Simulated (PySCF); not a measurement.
**How the method moves the HOMO and LUMO of `Clc1cn[n-]c1`**

Compound: C3H2ClN2 (charge -1).
Geometry (PBE0-D3(BJ)/def2-SVP, Å), atoms numbered from 1 in this order:
```xyz
8
C3H2ClN2 angstrom
Cl     2.7323    0.1265   -0.7647
C      1.0265    0.0625   -0.3928
C      0.2293   -1.0709   -0.1965
N     -1.0296   -0.6865    0.0693
N     -1.0833    0.6557    0.0538
C      0.1411    1.1329   -0.2218
H      0.5217   -2.1234   -0.2390
H      0.3489    2.2040   -0.2887
```

Basis pcSseg-2 throughout (PySCF), one geometry. Geometry: PBE0-D3(BJ)/def2-SVP; no solvent, vibrations or thermal averaging.

Q: How do the orbital energies and the gap change with the method?

A: 
```csv
method,kind,HOMO (eV),LUMO (eV),gap (eV),SCF cycles
BLYP,GGA,0.00,4.30,4.30,16
OPBE,GGA,-0.06,4.36,4.42,16
PBE,GGA,-0.11,4.25,4.36,16
B97-D,GGA,-0.13,4.36,4.49,16
LDA,LDA,-0.23,4.04,4.27,15
BP86,GGA,-0.23,4.22,4.45,16
KT3,GGA,-0.32,4.20,4.52,16
KT2,GGA,-0.36,4.26,4.62,15
B97-2,global hybrid,-1.21,5.06,6.27,14
B3LYP,global hybrid,-1.26,4.74,6.00,13
PBE0,global hybrid,-1.46,5.03,6.49,14
mPW1PW91,global hybrid,-1.48,5.01,6.48,14
BHandHLYP,global hybrid,-2.38,5.48,7.86,13
CAM-B3LYP,range-separated hybrid,-2.75,5.64,8.39,13
wB97X-D,range-separated hybrid,-3.27,6.62,9.89,14
HF,Hartree–Fock,-3.70,6.90,10.60,12
LC-wPBE,range-separated hybrid,-4.06,6.70,10.75,14
```

The HOMO spans 4.06 eV, from BLYP down to LC-wPBE, and the gap runs from 4.27 eV (LDA) to 10.75 eV (LC-wPBE). Over the methods BLYP (0 %), OPBE (0 %), PBE (0 %), B97-D (0 %), LDA (0 %), BP86 (0 %), KT3 (0 %), KT2 (0 %), B97-2 (21 %), B3LYP (20 %), PBE0 (25 %), mPW1PW91 (25 %), BHandHLYP (50 %), HF (100 %), a straight line through the gap against the share of exact exchange rises by 0.64 eV for each 10 % (correlation coefficient 0.991). Where the HOMO energy of this anion is positive, the outermost electrons may be held by the finite basis alone.
